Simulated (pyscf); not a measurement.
Single points on ωB97X-D3(BJ)/def2-SVP structures (PySCF, gas phase). Correlated levels are frozen-core, on RHF or UHF. ΔMP2 is the change of the MP2 total energy from the triple- to the quadruple-zeta basis.

SMILES: S[SiH2]S
```xyz
7

S     -1.5339     1.8320    -0.8789
Si     0.1750     0.5578    -1.0756
S     -0.5151    -1.4581    -1.0745
H     -0.8437     2.8641    -0.3533
H      1.1098     0.8583     0.0434
H      0.8855     0.7139    -2.3711
H     -1.1567    -1.3490     0.1059
```
Charge 0, spin multiplicity 1.

Question: How much does it cost (ΔH, 298 K, CCSD(T)/def2-TZVPP + ΔMP2(QZVPP)) to split HS–SiH₂–SH at its S–Si bond into SH• + •H₂Si–SH?

Answer: S–Si to SH• + •H₂Si–SH: 364.5 kJ/mol. Other isomers of •H₂Si–SH were not searched in full and may lie lower. The CCSD(T) − MP2 part came from Ansatz, without density fitting, on the same reference. Left out: the spin-orbit lowering of SH.
